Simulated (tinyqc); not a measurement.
UHF in the sto-6g basis, for H2O, spin multiplicity 3, step by step. One step of it, computed by the program tinyqc.

Task: Iteration 25 (converged): orbitals. Diagonalise F' = X^T F X, C = X C', fill 6 alpha and 4 beta electrons from the bottom; D(s) = C_occ C_occ^T. Each column has its largest component positive (the first on a tie).

converged F(alpha) (hartree), lower triangle:
```
             1O 1s      1O 2s     1O 2px     1O 2py     1O 2pz      2H 1s      3H 1s
1O 1s   -20.680542
1O 2s    -5.014173  -2.536750
1O 2px   -0.000001  -0.000004  -0.632613
1O 2py    0.000000   0.000000   0.000001  -0.416714
1O 2pz   -0.010869  -0.128404   0.000004   0.000002  -0.620527
2H 1s    -1.003494  -0.907917  -0.000001  -0.381347  -0.304362  -0.583237
3H 1s    -1.003494  -0.907916   0.000000   0.381345  -0.304360  -0.377576  -0.583238
```

converged F(beta) (hartree), lower triangle:
```
             1O 1s      1O 2s     1O 2px     1O 2py     1O 2pz      2H 1s      3H 1s
1O 1s   -20.627370
1O 2s    -4.967746  -2.282581
1O 2px   -0.000001   0.000005   0.279765
1O 2py    0.000000  -0.000001  -0.000004  -0.418123
1O 2pz   -0.008328  -0.019785  -0.000031   0.000000  -0.397555
2H 1s    -0.993608  -0.855102  -0.000008  -0.355422  -0.315721  -0.348190
3H 1s    -0.993608  -0.855101  -0.000006   0.355421  -0.315720  -0.308698  -0.348183
```

X, lower triangle:
```
            1O 1s      1O 2s    1O 2px     1O 2py     1O 2pz      2H 1s     3H 1s
1O 1s    1.022548
1O 2s   -0.135021   1.189759
1O 2px   0.000000   0.000000  1.000000
1O 2py   0.000000   0.000000  0.000000   1.083790
1O 2pz  -0.008284   0.091128  0.000000   0.000000   1.049169
2H 1s    0.018407  -0.250491  0.000000  -0.192750  -0.135602   1.161277
3H 1s    0.018407  -0.250491  0.000000   0.192750  -0.135602  -0.078855  1.161277
```

Give: F' = X^T F X; orbital energies; coefficients C; F' = X^T F X; orbital energies; coefficients C; D(alpha) after iteration 25; D(beta) after iteration 25.

Result:

F' = X^T F X (alpha) (hartree), lower triangle:
```
         1       2       3       4       5       6       7
1  -20.352
2   -2.502  -1.536
3    0.000   0.000  -0.633
4    0.000   0.000   0.000  -0.186
5   -0.020  -0.010   0.000   0.000  -0.544
6   -0.165  -0.358   0.000  -0.405  -0.187  -0.152
7   -0.165  -0.358   0.000   0.405  -0.187  -0.170  -0.153
```

orbital energies (alpha) (hartree): MO1 -20.684, MO2 -1.427, MO3 -0.666, MO4 -0.638, MO5 -0.633, MO6 -0.006, MO7 0.497

coefficients C (alpha):
```
           MO1     MO2     MO3     MO4    MO5     MO6     MO7
1O 1s    0.997  -0.237   0.000   0.071  0.000   0.102   0.000
1O 2s    0.016   0.943   0.000  -0.373  0.000  -0.734   0.000
1O 2px   0.000   0.000   0.000  -0.001  1.000   0.000   0.000
1O 2py   0.000   0.000   0.656   0.000  0.000   0.000   0.905
1O 2pz   0.002   0.141   0.000   0.857  0.001  -0.626   0.000
2H 1s   -0.003   0.074   0.415   0.200  0.000   0.789  -0.796
3H 1s   -0.003   0.074  -0.415   0.200  0.000   0.789   0.796
```

F' = X^T F X (beta) (hartree), lower triangle:
```
         1       2      3       4       5       6      7
1  -20.304
2   -2.497  -1.187
3    0.000   0.000  0.280
4    0.000   0.000  0.000  -0.197
5   -0.036   0.181  0.000   0.000  -0.261
6   -0.157  -0.466  0.000  -0.407  -0.304   0.143
7   -0.157  -0.466  0.000   0.407  -0.304  -0.105  0.143
```

orbital energies (beta) (hartree): MO1 -20.630, MO2 -1.186, MO3 -0.592, MO4 -0.510, MO5 0.280, MO6 0.610, MO7 0.643

coefficients C (beta):
```
           MO1     MO2     MO3     MO4    MO5     MO6     MO7
1O 1s    0.997  -0.229   0.000   0.063  0.000  -0.117   0.000
1O 2s    0.013   0.899   0.000  -0.361  0.000   0.793   0.000
1O 2px   0.000   0.000   0.000   0.000  1.000   0.000   0.000
1O 2py   0.000   0.000   0.740   0.000  0.000   0.000   0.838
1O 2pz   0.002   0.033   0.000   0.824  0.000   0.683   0.000
2H 1s   -0.003   0.128   0.337   0.251  0.000  -0.767  -0.832
3H 1s   -0.003   0.128  -0.337   0.251  0.000  -0.767   0.832
```

D(alpha) after iteration 25, lower triangle:
```
         1O 1s   1O 2s  1O 2px  1O 2py  1O 2pz  2H 1s  3H 1s
1O 1s    1.065
1O 2s   -0.309   1.568
1O 2px   0.000   0.000   1.000
1O 2py   0.000   0.000   0.000   0.430
1O 2pz  -0.034   0.273   0.000   0.000   1.146
2H 1s    0.074  -0.584   0.000   0.272  -0.312  0.840
3H 1s    0.074  -0.584   0.000  -0.272  -0.312  0.495  0.840
```

D(beta) after iteration 25, lower triangle:
```
         1O 1s   1O 2s  1O 2px  1O 2py  1O 2pz   2H 1s  3H 1s
1O 1s    1.051
1O 2s   -0.216   0.939
1O 2px   0.000   0.000   0.000
1O 2py   0.000   0.000   0.000   0.547
1O 2pz   0.046  -0.268   0.000   0.000   0.680
2H 1s   -0.016   0.024   0.000   0.249   0.211   0.193
3H 1s   -0.016   0.024   0.000  -0.249   0.211  -0.034  0.193
```
